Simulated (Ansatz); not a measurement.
bcc Ta was calculated with BLYP (PAW; Ansatz, an electronic-structure program).

Numerical settings: plane-wave cutoff 520 eV, 28×28×28 k mesh, Fermi–Dirac smearing 0.055 eV (set by the program), scalar-relativistic PAW data made under PBE.

Cell (relaxed at this level):

```xyz
1
Lattice="-1.6765 1.6765 1.6765 1.6765 -1.6765 1.6765 1.6765 1.6765 -1.6765" Properties=species:S:1:pos:R:3 pbc="T T T"
Ta     0.0000     0.0000     0.0000
```

Task: Estimate the Young modulus, Poisson ratio and Voigt–Reuss–Hill shear modulus (Hill average) that the calculation returns.

Result: 
- Young modulus: 135 GPa
- Poisson ratio: 0.376
- Voigt–Reuss–Hill shear modulus (Hill average): 49.1 GPa

Note: shear constants of such metals converge slowly with the k mesh.

Elastic constants are with the ions relaxed.

Spin–orbit coupling is not included.

Computed values are for the static lattice.

Cost on a shared machine: very roughly 4 core-minutes.
